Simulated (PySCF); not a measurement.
Which level of theory gave which numbers?

Phosphorus tetramer, P₄.
Atom-mapped SMILES: `[p:1]12[p:2]3[p:3]1[p:4]23`

Geometry (PBE0-D3(BJ)/def2-SVP, Å), atoms numbered from 1 in this order:
```
atom  x, y, z in Å
P1     1.2474   -0.2390   -0.5454
P2    -0.4223    1.1900   -0.4090
P3    -0.8250   -0.9738   -0.4475
P4     0.1037   -0.0581    1.3258
```

The closed-shell ground state was solved 4 times with PySCF (density fitting, gas phase), always with PBE0, in these basis sets: 6-31G*, def2-SVP, pcSseg-0 and pcSseg-2.

```json
{"row": "P", "total energy (Eh)": "-1364.8721", "HOMO (eV)": "-7.77", "LUMO (eV)": "-0.87"}
{"row": "Q", "total energy (Eh)": "-1363.2564", "HOMO (eV)": "-8.78", "LUMO (eV)": "-1.53"}
{"row": "R", "total energy (Eh)": "-1365.0257", "HOMO (eV)": "-7.67", "LUMO (eV)": "-0.88"}
{"row": "S", "total energy (Eh)": "-1364.5263", "HOMO (eV)": "-7.78", "LUMO (eV)": "-0.78"}
```

**Question.** Which basis belongs to which row?

**Answer.** P = 6-31G*, Q = pcSseg-0, R = pcSseg-2, S = def2-SVP. From the lowest total energy up: pcSseg-2 (172 functions) 0 eV; 6-31G* (72 functions) +4.18 eV; def2-SVP (72 functions) +13.59 eV; pcSseg-0 (52 functions) +48.14 eV.
